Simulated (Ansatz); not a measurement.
**CH2, triplet: reading a ladder of total energies**

Geometry: MP2(full)/6-31G*, from the G2/97 set.

```yaml
atoms:
  - { symbol: C, position_ang: [0.0000, 0.0000, 0.0635] }
  - { symbol: H, position_ang: [0.0000, 0.9826, -0.3781] }
  - { symbol: H, position_ang: [0.0000, -0.9826, -0.3781] }
```

Basis cc-pVDZ; Ansatz 0.2.0. Only valence electrons are correlated (noble-gas cores frozen), which leaves 6 electrons in 23 orbitals. R marks a restricted (for open shells ROHF) determinant, U an unrestricted one.

Full CI is exact within this basis and frozen core; it isn't the basis-set limit. The frozen core follows each run's orbitals, which can shift R against U totals by a few meV.

Runs differ by some tens of microhartree through their thresholds and, for an open shell, their frozen cores, so steps under 0.1 kcal/mol mean nothing.

```tsv
level	total energy (hartree)
UHF	-38.926821
UMP2	-39.019545
UCCSD	-39.039622
UCCSD(T)	-39.041343
UCCSDT	-39.041715
UCCSDT(Q)	-39.041786
full CI	-39.041756
```

Question: What is the correlation energy at full CI, and what share of it do UMP2 and UCCSD recover?

Answer: E(corr) = -39.041756 − (-38.926821) = -0.114935 hartree = -3.128 eV. UMP2: -0.092724 / -0.114935 = 80.68 %. UCCSD: -0.112801 / -0.114935 = 98.14 %.

Question: By how many kcal/mol does UCCSD(T) miss full CI (1 hartree = 627.509 kcal/mol), and which steps make up the rest?

Answer: -39.041343 − (-39.041756) = 0.000413 hartree = 0.26 kcal/mol. Steps: UCCSDT − UCCSD(T) = -0.23, UCCSDT(Q) − UCCSDT = -0.04, full CI − UCCSDT(Q) = 0.02 kcal/mol. That is within 1 kcal/mol of the reference in this basis, which itself misses far more of the correlation at the basis-set limit.
